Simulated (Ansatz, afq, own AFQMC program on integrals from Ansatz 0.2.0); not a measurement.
Integrals from Ansatz 0.2.0, then the random walk in our own AFQMC program (afq).

```yaml
crystal:
  periodic: [false, false, false]
  atoms:
    - {symbol: Ge, position_ang: [0.000000, 0.000000, 0.273860]}
    - {symbol: C, position_ang: [0.000000, 0.000000, -1.494741]}
    - {symbol: H, position_ang: [0.000000, 1.285282, 1.096845]}
    - {symbol: H, position_ang: [0.000000, -1.285282, 1.096845]}
    - {symbol: H, position_ang: [0.000000, 0.923283, -2.059354]}
    - {symbol: H, position_ang: [0.000000, -0.923283, -2.059354]}
basis:
  gaussian: {orbitals: 6-31G}
magnetization: {spin_polarized: true, initial_magnetization: 0}
correlation: {method: ccsd_t, electrons: outside_noble_gas, hamiltonian_folder: ham}
```

```sh
$ ansatz run in.yaml --threads 1 --pin off --events-out ev --progress --plain --max-ram 1382MiB
```

Options of the walk:

```
--method phaseless --trial cisd --walkers 90 --populations 1 --least-time 40 --time-step 0.005 --steps-per-block 50 --equilibration-blocks 28 --max-blocks 300 --target-error 0.00042 --factor-cut 1e-05 --start spin_pure --seed 6430 --release-times 0.24,0.51,0.99,1.62,2.4 --release-step 0.03 --release-every 4 --taylor-order 6
```

Times are imaginary, in 1/Eh. The walk had a cap of 508 s. Filled inner d shells are frozen with the cores.

Output of the walk:

```
orbitals 31  electrons 6 6  factors 259 of 505
reference energy -2115.12416547 Eh
CCSD correlation -0.18559199 Eh in 10 cycles, weight of the determinant in the CISD state 0.8744
energy of the start -2115.309757 Eh
 block  time / (1/Eh)  mean weight  energy / Eh
     1     0.250  1.0011  -2115.307206
     2     0.500  1.0008  -2115.308000
     3     0.750  0.9994  -2115.314389
     4     1.000  1.0006  -2115.310325
     5     1.250  1.0000  -2115.313036
     7     1.750  0.9999  -2115.315053
     9     2.250  0.9992  -2115.312475
    17     4.250  1.0000  -2115.320888
    33     8.250  0.9985  -2115.316727
    49    12.250  1.0000  -2115.311137
    65    16.250  0.9989  -2115.310960
    81    20.250  1.0010  -2115.309392
    97    24.250  0.9990  -2115.319467
   113    28.250  1.0000  -2115.322145
   129    32.250  1.0000  -2115.309424
   145    36.250  1.0018  -2115.316832
   161    40.250  0.9988  -2115.314977
   177    44.250  1.0020  -2115.336097
   193    48.250  0.9980  -2115.311275
   209    52.250  1.0005  -2115.316411
   225    56.250  1.0011  -2115.316271
   241    60.250  1.0003  -2115.313520
   257    64.250  1.0013  -2115.317281
   273    68.250  0.9990  -2115.316318
   289    72.250  1.0010  -2115.313585
   305    76.250  0.9987  -2115.318461
   321    80.250  1.0003  -2115.314248
blocks merged  error / Eh  count
     1  0.000234  300
     2  0.000285  150
     4  0.000335  75
     8  0.000401  37
    16  0.000456  18
    32  0.000387  9
released: time / (1/Eh)  energy / Eh  error  mean overlap
  0.24  -2115.314964  0.000433  1.0006
  0.51  -2115.315562  0.000373  0.9987
  0.99  -2115.315069  0.000305  1.0053
  1.62  -2115.315951  0.000430  0.9937
  2.40  -2115.316254  0.000394  0.9981
energy -2115.314808 +/- 0.000456 Eh
(rows thinned)
```

The run passed its tests (sampling time, drift between the halves within three errors, error under three times the target), which doesn't prove that it has relaxed.

Against this walk (error 12.4 meV) on the same determinant: CCSD(T) 10.0 meV lower (within the noise). The error is statistical and leaves out the bias of the constraint. None of these is a sure reference here. The released energies are still falling (meV from the phaseless value at times in 1/Eh: -4 ± 12 at 0.24, -21 ± 10 at 0.51, -7 ± 8 at 0.99, -31 ± 12 at 1.62, -39 ± 11 at 2.40), so they give no level.

Cautions: constraint bias not in the error; error above the target (12.4 against 11.4 meV); no relativity below Rb; no spin-orbit coupling; inner d shell frozen; higher spins were not checked; an unrestricted solution with more broken spin lies lower (182 meV, ⟨S²⟩ 0.45), while this determinant keeps restricted orbitals.

The walk took 7 min on 1 thread of Arm Neoverse V2, with other jobs on the host. The log's last line is the phaseless energy.

A walk keeps the symmetry of its determinant, which the program's search chose and which needn't be the lowest solution, so a lower state of the same spin and another symmetry isn't excluded.
